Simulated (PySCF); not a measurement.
## Scalar relativity in S (sulfur, neutral)

[Ne] 3s2 3p4, high-spin 3P determinant; UHF calculated with PySCF 2.14 in dyall-av3z (19s12p3d2f, 84 functions), once non-relativistic with a point nucleus and once with spin-free X2C-1e and a Gaussian nucleus.

```csv
shell,ε non-rel. (eV),"rms r non-rel. (bohr, spins averaged)"
1s α,-2503.8,0.1126
1s β,-2503.3,0.1126
2s α,-245.26,0.5182
2s β,-244.75,0.5182
2p α,-182.30,0.4917
2p β,-181.35,0.4917
3s α,-26.938,1.859
3s β,-21.058,1.859
3p α,-12.606,2.251
3p β,-10.317,2.251
```

Problem. How does scalar relativity move these shells?

Solution. 1s α: ε -2511.7 eV, radius -0.52 %; 1s β: ε -2511.2 eV, radius -0.52 %; 2s α: ε -246.61 eV, radius -0.41 %; 2s β: ε -246.10 eV, radius -0.41 %; 2p α: ε -182.30 eV, radius -0.12 %; 2p β: ε -181.34 eV, radius -0.12 %; 3s α: ε -27.060 eV, radius -0.31 %; 3s β: ε -21.182 eV, radius -0.31 %; 3p α: ε -12.591 eV, radius 0.00 %; 3p β: ε -10.301 eV, radius 0.00 %.

The total energy goes from -397.5128 to -398.5976 hartree.

Ionisation energy, S [Ne] 3s2 3p4 (3P) → S+ [Ne] 3s2 3p3 (4S) (eV):

| method | non-relativistic | spin-free X2C | shift |
| --- | --- | --- | --- |
| UHF | 9.232 | 9.216 | -0.016 |
| MP2 (valence) | 10.000 | 9.986 | -0.014 |
| SCS-MP2 (valence) | 10.081 | 10.067 | -0.014 |
| CCSD (valence) | 10.107 | 10.093 | -0.014 |
| CCSD(T) (valence) | 10.147 | 10.133 | -0.014 |
| LDA | 10.565 | 10.551 | -0.014 |
| PBE | 10.428 | 10.413 | -0.016 |
| PBE0 | 10.402 | 10.386 | -0.016 |
| r2SCAN | 10.363 | 10.348 | -0.014 |

Relativity contracts and stabilises s shells directly. The contracted s shells screen the nucleus better, so for spin-averaged p shells the direct and indirect effects partly cancel.
